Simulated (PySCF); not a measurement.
**Excitation energies in several basis sets**

Compound: BH5P2.
Geometry (PBE0-D3(BJ)/def2-SVP, Å), atoms numbered from 1 in this order:
```
atom  x, y, z in Å
B1     1.451    0.262   -0.092
P2     0.087   -0.690    0.709
P3    -1.849   -0.294   -0.269
H4     1.268    1.419   -0.383
H5     2.547   -0.238   -0.165
H6     0.307   -2.053    0.385
H7    -1.468    0.941   -0.873
H8    -2.471    0.342    0.848
```

TDDFT with PBE0 (PySCF), vertical singlets, core orbitals frozen in the response, spherical d and f functions. Isolated species at its PBE0-D3(BJ)/def2-SVP geometry (one conformer only).

```
      basis  functions  diffuse  S1 (eV)  S2 (eV)  S3 (eV)  S4 (eV)  S5 (eV)  LUMO (eV)  α (au)
     6-31G*         60       no     4.65     5.17     6.00     6.16     6.46      -1.67    60.9
    6-31+G*         72      yes     4.51     5.06     5.80     6.03     6.08      -1.90    67.1
   def2-SVP         75       no     4.58     5.08     6.03     6.16     6.67      -1.81    61.7
  def2-SVPD        108      yes     4.48     5.00     5.85     5.98     6.12      -1.90    73.4
aug-cc-pVDZ        122      yes     4.45     4.99     5.76     5.85     5.97      -1.92    75.1
  def2-TZVP        135       no     4.46     4.98     5.81     5.97     6.13      -1.91    70.2
 def2-TZVPD        168      yes     4.43     4.96     5.71     5.90     5.96      -1.94    75.2
aug-cc-pVTZ        261      yes     4.43     4.97     5.71     5.82     5.96      -1.95    75.6
```

Question: Compare the sets with the largest diffuse one.

Answer: States are compared by their number. Against the largest diffuse basis here (aug-cc-pVTZ, itself not a converged limit), sets without diffuse functions differ by up to 0.22 eV in S1 and 0.71 eV in S5; the smaller diffuse sets differ by up to 0.08 and 0.16 eV. State by state, the largest deviation of a set without diffuse functions is S1 0.22, S2 0.21, S3 0.32, S4 0.34, S5 0.71 eV. The same number needn't mean the same state in each row. Against aug-cc-pVTZ the polarisability deviates by -19% in 6-31G*, -11% in 6-31+G*, -18% in def2-SVP, -3% in def2-SVPD, -1% in aug-cc-pVDZ, -7% in def2-TZVP, -1% in def2-TZVPD. A single + in a Pople set puts diffuse functions on heavy atoms only.
